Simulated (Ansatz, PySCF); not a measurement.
Gas-phase reaction in SMILES: [SiH3] (SiH3) → [SiH3-] (an electron is taken up)
Structures are relaxed separately at B3LYP-D3(BJ)/def2-TZVP in Ansatz (a quantum-chemistry and plane-wave program).

Quantity: adiabatic electron affinity (0 K, with B3LYP-D3(BJ) harmonic zero-point energies from PySCF), positive where the reaction releases energy, in eV. Cores are frozen in the correlated levels unless marked. Open shells are spin-unrestricted. Spin-orbit coupling is left out. Non-relativistic. Anions need diffuse functions: def2-D sets add few; the other sets have none. CBS(X,Y): correlation extrapolated as X^-3; Hartree-Fock from the larger set.

CCSD(T)/CBS(def2-TZVPPD,def2-QZVPPD) (Ansatz) gives 1.37 eV.

Task: Another calculation gave 1.22 eV. Which level was it?
A) B97M-V/def2-TZVPD (Ansatz)
B) B2PLYP/def2-TZVPD (Ansatz)
C) MN15/def2-TZVPD (PySCF)
D) HF/def2-TZVPD (PySCF)

Result: B, B2PLYP/def2-TZVPD (Ansatz). The others give 1.38 (MN15), 1.53 (B97M-V), 0.15 (HF) eV.
